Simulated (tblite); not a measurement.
Hydrochloric acid, HCl.
InChI=1S/ClH/h1H

Computed with GFN2-xTB (tblite): harmonic, unscaled wavenumbers at the GFN2-xTB geometry, gas phase. Errors from tens to a few hundred cm⁻¹ against measured bands are possible.

Harmonic wavenumbers (cm⁻¹): 2511.4.

B = 316280 MHz (linear); mass 35.977 u (most abundant isotopes); point group C∞v, symmetry number 1.

Task: What is the zero-point energy?

Result: Half the sum of the wavenumbers: 1256 cm⁻¹ = 15.02 kJ/mol.

Task: Entropy at 298.15 K, 1 bar (ideal gas, RRHO, classical rotation)?

Result: Translation 153.54, rotation 33.07, vibration 0.00: S = 186.6 J/(mol K).

Task: And Cp and H(298.15 K) − H(0)?

Result: Cp = 29.11 J/(mol K), of which vibrations give 0.01 (their classical limit is 1 R = 8.3); H(298.15 K) − H(0) = 8.68 kJ/mol without the zero-point energy, 0.00 from vibrations.

Task: What must be added to the electronic energy to get the Gibbs energy at 298.15 K and 1 bar?

Result: ZPE + [H(298.15 K) − H(0)] − T·S = 15.02 + 8.68 − 55.64 = -31.94 kJ/mol.

Task: How do the functions run with temperature in this model?

Result: 
```csv
T (K),S (J/(mol K)),Cp (J/(mol K)),H − H(0) (kJ/mol),G − H(0) (kJ/mol),ln q(vib)
150,166.6,29.1,4.37,-20.63,0.00
250,181.5,29.1,7.28,-38.10,0.00
400,195.2,29.2,11.64,-66.43,0.00
600,207.1,29.8,17.53,-106.73,0.00
900,219.5,31.6,26.74,-170.83,0.02
```

q(vib) and H(0) count from the zero-point level.
